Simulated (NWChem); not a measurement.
System: trifluoromethane (CHF3); SMILES FC(F)F

The following NWChem deck was run.

```
start job
memory heap 200 mb stack 900 mb global 1100 mb
geometry units angstroms noautosym nocenter noautoz
  F      0.880498     0.880498    -0.126012
  C      0.000000     0.000000     0.333995
  F      0.322285    -1.202783    -0.126012
  F     -1.202783     0.322285    -0.126012
  H      0.000000     0.000000     1.437170
end
basis spherical
  * library def2-tzvp
end
dft
  xc m06-2x
  iterations 150
  vectors input atomic output neutral.movecs
end
task dft energy
charge 1
dft
  odft
  mult 2
  vectors input atomic output cation.movecs
end
task dft energy
```

Excerpt of the output:

```
             Northwest Computational Chemistry Package (NWChem) 7.3.0
             --------------------------------------------------------

                             Geometry "geometry" -> ""
                             -------------------------

 Output coordinates in angstroms (scale by  1.889725989 to convert to a.u.)

  No.       Tag          Charge          X              Y              Z
 ---- ---------------- ---------- -------------- -------------- --------------
    1 F                    9.0000     0.88049800     0.88049800    -0.12601200
    2 C                    6.0000     0.00000000     0.00000000     0.33399500
    3 F                    9.0000     0.32228500    -1.20278300    -0.12601200
    4 F                    9.0000    -1.20278300     0.32228500    -0.12601200
    5 H                    1.0000     0.00000000     0.00000000     1.43717000

 Effective nuclear repulsion energy (a.u.)     134.2281629385

                                 NWChem DFT Module
                                 -----------------

 Summary of "ao basis" -> "ao basis" (spherical)
 ------------------------------------------------------------------------------
       Tag                 Description            Shells   Functions and Types
 ---------------- ------------------------------  ------  ---------------------
 F                         def2-tzvp                11       31   5s3p2d1f
 C                         def2-tzvp                11       31   5s3p2d1f
 H                         def2-tzvp                 4        6   3s1p

            General Information
            -------------------
          SCF calculation type: DFT
          Wavefunction type:  closed shell.
          No. of atoms     :     5
          No. of electrons :    34
           Alpha electrons :    17
            Beta electrons :    17
          Charge           :     0
          Spin multiplicity:     1
          Use of symmetry is: off; symmetry adaption is: off
          Maximum number of iterations: 150
          AO basis - number of functions:   130
                     number of shells:    48
          Convergence on energy requested:  1.00D-06
          Convergence on density requested:  1.00D-05
          Convergence on gradient requested:  5.00D-04

              XC Information
              --------------
                       M06-2X Method XC Functional
                     Hartree-Fock (Exact) Exchange  0.540
                        M06-2X Exchange Functional  1.000
                      M06-2X Correlation Potential  1.000

             Grid Information
             ----------------
          Grid used for XC integration:  medium
          Radial quadrature: Mura-Knowles
          Angular quadrature: Lebedev.
          Tag              B.-S. Rad. Rad. Pts. Rad. Cut. Ang. Pts.
          ---              ---------- --------- --------- ---------
          F                   0.50       49           7.0       434
          C                   0.70       49           7.0       434
          H                   0.35       45           7.0       434
          Grid pruning is: on
          Number of quadrature shells:   241
          Spatial weights used:  Erf1

      Superposition of Atomic Density Guess
      -------------------------------------

 Sum of atomic energies:        -336.42537251

      Non-variational initial energy
      ------------------------------

 Total energy =    -337.543011
 1-e energy   =    -735.659230
 2-e energy   =     263.888056
 HOMO         =      -0.462425
 LUMO         =       0.169977

   convergence    iter        energy       DeltaE   RMS-Dens  Diis-err
 ---------------- ----- ----------------- --------- --------- ---------
 d= 0,ls=0.0,diis     1   -338.1366113093 -4.72D+02  6.46D-03  1.43D+00
 d= 0,ls=0.0,diis     2   -338.1439820994 -7.37D-03  2.83D-03  1.76D+00
 d= 0,ls=0.0,diis     3   -338.2750505003 -1.31D-01  3.69D-04  1.10D-02
 d= 0,ls=0.0,diis     4   -338.2757020781 -6.52D-04  1.36D-04  1.66D-03
 d= 0,ls=0.0,diis     5   -338.2758259464 -1.24D-04  2.64D-05  1.85D-05
  Resetting Diis
 d= 0,ls=0.0,diis     6   -338.2758285890 -2.64D-06  3.02D-06  2.08D-07
 d= 0,ls=0.0,diis     7   -338.2758286326 -4.36D-08  5.00D-07  1.12D-08

         Total DFT energy =     -338.275828632582
      One electron energy =     -736.044541031022
           Coulomb energy =      300.650103335733
    Exchange-Corr. energy =      -37.109553875751
 Nuclear repulsion energy =      134.228162938459

 Numeric. integr. density =       33.999998889698

                       DFT Final Molecular Orbital Analysis
                       ------------------------------------

 Vector   15  Occ=2.000000D+00  E=-5.436397D-01
              MO Center=  2.2D-01,  2.2D-01, -8.4D-02, r^2= 1.9D+00
   Bfn.  Coefficient  Atom+Function         Bfn.  Coefficient  Atom+Function
  ----- ------------  ---------------      ----- ------------  ---------------
     8      0.252502  1 F  pz                11      0.210454  1 F  pz
     6      0.190723  1 F  px                 7      0.190768  1 F  py
    69      0.175892  3 F  py                99      0.175830  4 F  px
     9      0.160139  1 F  px                10      0.160177  1 F  py
    72      0.147701  3 F  py               102      0.147649  4 F  px

 Vector   16  Occ=2.000000D+00  E=-5.230383D-01
              MO Center=  5.0D-05,  5.0D-05, -1.2D-01, r^2= 2.0D+00
   Bfn.  Coefficient  Atom+Function         Bfn.  Coefficient  Atom+Function
  ----- ------------  ---------------      ----- ------------  ---------------
    68      0.295499  3 F  px               100     -0.295499  4 F  py
    71      0.247952  3 F  px               103     -0.247952  4 F  py
     6     -0.216345  1 F  px                 7      0.216345  1 F  py
     9     -0.181536  1 F  px                10      0.181536  1 F  py
    74      0.160045  3 F  px               106     -0.160045  4 F  py

[...]
```

Level: M06-2X/def2-TZVP, vertical spin-unrestricted ions. Geometry: optimised at PBE0/def2-SVP.
